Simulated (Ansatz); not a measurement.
The input, for Ansatz 0.2.0:

```yaml
crystal:
  periodic: [false, false, false]
  atoms:
    - {symbol: B, position_ang: [0.000000, 0.000000, 1.760667]}
    - {symbol: Al, position_ang: [0.000000, 0.000000, -0.176333]}
    - {symbol: H, position_ang: [0.000000, 0.000000, -1.584333]}
basis:
  gaussian: {orbitals: 6-31G}
magnetization: {spin_polarized: false, initial_magnetization: 3}
correlation: {method: ccsdtq, electrons: outside_noble_gas}
```

```sh
$ ansatz run in.yaml --threads 1 --pin off --events-out ev --progress --plain --max-ram 2393MiB
```

Log:

```
496 factors; integrals over basis functions are off by at most 2.1e-7 eV
mean field evaluation 1: about -7263.4023 eV, gradient 7.4e0 eV
mean field evaluation 2: about -7263.4084 eV, gradient 7.4e0 eV
mean field evaluation 4: about -7264.7653 eV, gradient 1.8e0 eV
mean field evaluation 8: about -7264.8792 eV, gradient 3.0e-1 eV
mean field evaluation 16: about -7264.7558 eV, gradient 1.8e0 eV
mean field evaluation 32: about -7262.2598 eV, gradient 5.6e-1 eV
mean field evaluation 64: about -7260.5948 eV, gradient 8.0e0 eV
mean field evaluation 96: about -7261.0133 eV, gradient 1.4e0 eV
mean field -7264.88083910 eV, -266.9794465237 hartree, gradient 8.9e-6 eV, S^2 3.750000; 3 other end points of the search recorded, 0 dependent functions left out
mean field evaluation 128: about -7264.9101 eV, gradient 8.5e-3 eV
determinant -7264.88083910 eV, -266.9794465237 hartree, with singles and doubles -7267.00403017 eV, -267.0574723564 hartree
determinant -7262.26135576 eV, -266.8831822865 hartree, with singles and doubles -7263.93479192 eV, -266.9446799313 hartree
6 core orbitals not correlated: weight in the atoms' cores, before any rotation towards them, 1.000 or more for the frozen orbitals, at most 0.000 for the correlated occupied ones
reference -7264.88083910 eV, -266.9794465237 hartree; 5, 2 occupied and 13, 16 virtual orbitals, 496 factors
second order -1.54078395 eV of doubles, -0.01650349 eV of singles
cycle   1  -1.90417430 eV  change   -3.5e-1 eV  update   6.9e-2
cycle   2  -2.16501901 eV  change   -2.6e-1 eV  update   3.7e-2
cycle   3  -2.19864507 eV  change   -3.4e-2 eV  update   1.5e-2
cycle   4  -2.20992206 eV  change   -1.1e-2 eV  update   7.8e-3
cycle   5  -2.21420599 eV  change   -4.3e-3 eV  update   2.7e-3
cycle   6  -2.21335362 eV  change    8.5e-4 eV  update   1.2e-3
cycle   7  -2.21290247 eV  change    4.5e-4 eV  update   5.7e-4
cycle   8  -2.21316477 eV  change   -2.6e-4 eV  update   2.5e-4
cycle   9  -2.21321770 eV  change   -5.3e-5 eV  update   1.4e-4
cycle  10  -2.21313492 eV  change    8.3e-5 eV  update   6.4e-5
cycle  11  -2.21314611 eV  change   -1.1e-5 eV  update   2.9e-5
cycle  12  -2.21315934 eV  change   -1.3e-5 eV  update   1.4e-5
cycle  13  -2.21317091 eV  change   -1.2e-5 eV  update   6.2e-6
cycle  14  -2.21317239 eV  change   -1.5e-6 eV  update   2.8e-6
cycle  15  -2.21317136 eV  change    1.0e-6 eV  update   1.4e-6
cycle  16  -2.21317066 eV  change    7.0e-7 eV  update   5.5e-7
Total energy: -7267.09400976 eV, -267.0607790454 hartree
```

For the same geometry and basis full CI lies 0.4 meV lower.

Ran on 1 thread of Arm Neoverse V1, shared host: 12 s wall, 0.16 GiB peak host memory.
